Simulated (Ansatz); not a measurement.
We consider corundum (α-Al2O3), described by LDA (Ansatz, a program for electronic structure, plane waves, PAW).

Run with plane-wave cutoff 500 eV, 10×10×10 k mesh, gaussian smearing 0.02 eV, scalar-relativistic PAW data made under PBE.

Computed at the level's own relaxed cell.

Give the computed volume per atom, lattice constant a, c axis length and band gap.


- volume per atom: 8.32 Å³/atom
- lattice constant a: 4.729 Å
- c axis length: 12.891 Å
- band gap: 6.43 eV (on the SCF k mesh)

Measured, for comparison: lattice constant a 4.759 Å, lattice parameter c 12.991 Å (temperature not stated, no zero-point or thermal correction; as tabulated in Lallet et al. (2009), arXiv:0801.3594). Computed (rounded) less measured: lattice constant a -0.6 %, lattice parameter c -0.8 %. A static lattice is as a rule a little smaller and stiffer than an uncorrected measurement, which narrows the difference in the lattice constant a, lattice parameter c and would widen misses of the other sign.

The computed numbers hold no vibrational or temperature effects.

Computing time: very roughly 70 core-seconds.
